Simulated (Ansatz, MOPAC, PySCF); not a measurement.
System: C$_{2}$H$_{7}$O, charge 1, multiplicity 1. SMILES: C([OH2+])C
Geometry: optimised at B3LYP-D3(BJ)/def2-TZVP (Ansatz, a program for electronic structure).

Unscaled harmonic wavenumbers (cm⁻¹) in rising order, each level at the stationary point that it reaches from this structure (no distance between atoms moves by over 0.3 Å); the order of modes can differ between levels, and a negative number is imaginary. B3LYP-D3(BJ)/def2-TZVP (PySCF, at the structure above): 196, 260, 368, 639, 690, 825, 917, 957, 1142, 1199, 1288, 1401, 1420, 1474, 1496, 1504, 1650, 3044, 3102, 3112, 3134, 3188, 3628, 3713.

PM3 (MOPAC): 141, 187, 424, 673, 817, 910, 932, 1002, 1070, 1105, 1156, 1215, 1315, 1352, 1380, 1401, 1619, 2945, 2958, 3037, 3066, 3150, 3594, 3761. Zero-point energy 56.1 against 57.7 kcal/mol; where all levels lie over 400 cm⁻¹, the wavenumbers are on average 0.976 times those of B3LYP-D3(BJ)/def2-TZVP.

HF/3-21G (Ansatz): 74, 266, 384, 391, 734, 899, 924, 1019, 1237, 1274, 1396, 1515, 1588, 1646, 1647, 1655, 1800, 3213, 3277, 3298, 3312, 3397, 3779, 3899. Zero-point energy 60.9 against 57.7 kcal/mol; where all levels lie over 400 cm⁻¹, the wavenumbers are on average 1.072 times those of B3LYP-D3(BJ)/def2-TZVP.
